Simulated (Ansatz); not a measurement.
# FH2MgSi+: functionals against CCSD(T) at one geometry

The task here is to estimate one member of a computed series from the others.

The runs use Ansatz 0.2.0, Gaussian basis; single points in def2-TZVPP.

Correlated methods freeze the cores. The outer core shell of Li, Na, Mg and K is correlated.

### Starting geometry

SMILES `[F][Mg][SiH2+]`, 5 atoms, charge 1, spin multiplicity 1.

Atoms are counted from 1 here; the program's logs count them from 0.

Bond lengths: F1–Mg2 1.582 Å, Mg2–Si3 2.571 Å, Si3–H4 1.562 Å, Si3–H5 1.484 Å. Angles: F1–Mg2–Si3 173.5°, Mg2–Si3–H4 133.7°, Mg2–Si3–H5 125.8°, H4–Si3–H5 100.3°.

Coordinates:

```xyz
5

F    -0.12750   -2.17390    2.32580
Mg   -0.03410   -1.18740    1.09290
Si    0.03580    0.62680   -0.72770
H    -0.62180    0.76550   -2.13790
H     0.88650    1.84220   -0.71080
```

Set-up of the first run:

File run/in.yaml:

```yaml
crystal:
  periodic: [false, false, false]
  atoms:
    - {symbol: F, position_ang: [-0.127500, -2.173900, 2.325800]}
    - {symbol: Mg, position_ang: [-0.034100, -1.187400, 1.092900]}
    - {symbol: Si, position_ang: [0.035800, 0.626800, -0.727700]}
    - {symbol: H, position_ang: [-0.621800, 0.765500, -2.137900]}
    - {symbol: H, position_ang: [0.886500, 1.842200, -0.710800]}
basis:
  gaussian: {orbitals: def2-TZVPP}
total_charge: 1
correlation: {method: ccsd_t}
output: {forces: true}
```

The command line of these runs was not kept.

Among the steps run: CCSD(T)/def2-TZVPP; PBE0-D4/def2-TZVPP; wB97M-V/def2-TZVPP; r2SCAN-D4/def2-TZVPP; PBE-D4/def2-TZVPP; wB97X-V/def2-TZVPP; revPBE-D4/def2-TZVPP.

One table of the session follows, with a row left open; its other results are not shown here.

| method | RMS force component (eV/Å) | angle to CCSD(T) forces (°) |
| --- | --- | --- |
| CCSD(T) | 1.798 | reference |
| PBE0-D4 | 1.761 | 1.5 |
| wB97M-V | 1.841 | 1.0 |
| r2SCAN-D4 | 1.794 | 1.5 |
| PBE-D4 | 1.896 | 5.9 |
| wB97X-V | 1.854 | 0.5 |
| revPBE-D4 | ? | ? |

**Question.** Estimate the row for revPBE-D4.

As computed: RMS force component (eV/Å): 1.963; angle to CCSD(T) forces (°): 6.0. In the column «RMS force component (eV/Å)» it is the highest.
